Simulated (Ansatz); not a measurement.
**AlH₂O (sextet): from Hartree-Fock to the top rungs, cc-pVDZ**

The task here is to estimate one member of a computed series from the others.

The runs use Ansatz 0.2.0, Gaussian basis; cc-pVDZ, core rule «outside noble gas», up to 6 orbitals frozen.

The runs, in order: UHF; CCSD(T) on ROHF; CCSD(T) on UHF; BCCD(T) on ROHF; CISD; CCSDT(Q) on ROHF; CCSDT(Q) on UHF.

37 further runs of the same task are left out: 16 for a known fault of the program, 10 that didn't finish, 11 set aside as unsound or not needed.

## The system

The geometry is a PBE0/def2-TZVP stationary point (not a proven minimum) of the parent state, kept for this charge and spin.

4 atoms, charge 0, spin multiplicity 6.

Atoms are counted from 1 here; the program's logs count them from 0.

Bond lengths: Al1–O2 1.747 Å, Al1–H3 1.777 Å, Al1–H4 1.777 Å. Angles: O2–Al1–H3 65.9°, O2–Al1–H4 65.9°, H3–Al1–H4 131.8°.

Set-up of the first run:

File in.yaml:

```yaml
crystal:
  periodic: [false, false, false]
  atoms:
    - {symbol: Al, position_ang: [0.000000, 0.000000, 0.653528]}
    - {symbol: O, position_ang: [0.000000, 0.000000, -1.093006]}
    - {symbol: H, position_ang: [0.000000, -1.622098, -0.072304]}
    - {symbol: H, position_ang: [0.000000, 1.622098, -0.072304]}
basis:
  gaussian: {orbitals: cc-pVDZ}
magnetization: {spin_polarized: true, initial_magnetization: 5}
hamiltonian: {xc: hf}
output: {orbitals: {seedname: orbitals}}
```

On the command line:

```bash
$ ansatz run in.yaml --threads 1 --pin off --events-out ev --progress --plain --max-ram 2393MiB
```

Among the steps run: UHF; CCSD(T) on ROHF; CCSD(T) on UHF; BCCD(T) on ROHF; CISD; CCSDT(Q) on ROHF; CCSDT(Q) on UHF.

One table of the session follows, with a row left open; its other results are not shown here.

```
   method  from UCCSDT(Q) (kJ/mol)
     ROHF                   +574.4
      UHF                   +542.0
     RMP2                    +83.1
     UMP2                    +81.1
     CISD                    +43.7
    RCCSD                    +19.4
    UCCSD                    +18.2
 RCCSD(T)                     +4.0
 UCCSD(T)                     +4.3
  BCCD(T)                        ?
   RCCSDT                     +1.5
   UCCSDT                     +1.4
RCCSDT(Q)                     +0.4
UCCSDT(Q)                        0
```

Estimate the missing values for BCCD(T).

The run gave: from UCCSDT(Q) (kJ/mol): +4.8. In the column «from UCCSDT(Q) (kJ/mol)» it lies between UCCSD(T) (+4.3) and UCCSD (+18.2).

To keep in mind: Restricted and unrestricted rows rest on different reference determinants; where their highest levels disagree by more than a few hundredths of an eV, they describe different states and don't form one ladder.
